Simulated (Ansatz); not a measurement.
Consider the formal hydrolysis of a C–C bond: `CC(C)CF` + H₂O → `CC(O)CF` + CH₄.

Isolated molecules relaxed with PBE0-D4/def2-TZVP in Ansatz; ΔE leaves out vibrations. CBS: MP2 limit from def2 TZ/QZ plus the TZ coupled-cluster correction, frozen cores. This one scheme is used for every species. DFT in def2-TZVPP. One conformer a species, not always the lowest.

| level | ΔE (kcal/mol) |
| --- | --- |
| PBE0 | 4.4 |
| HF/def2-QZVPP | 2.9 |

Task: What does CCSD(T)/CBS give? (An estimate is asked.)

Result: Ansatz gave: +6.6 kcal/mol. The listed levels differ from it by -2.2, -3.7 kcal/mol.

Largest T1 diagnostic among the species: 0.010.

At CCSD(T), def2-SVP lies −3.0 kcal/mol from the extrapolated value and def2-TZVPP −0.7 kcal/mol. From r2SCAN to r2SCAN0 (25 % exact exchange), in def2-TZVPP and without D4, ΔE moves by +0.8 kcal/mol.
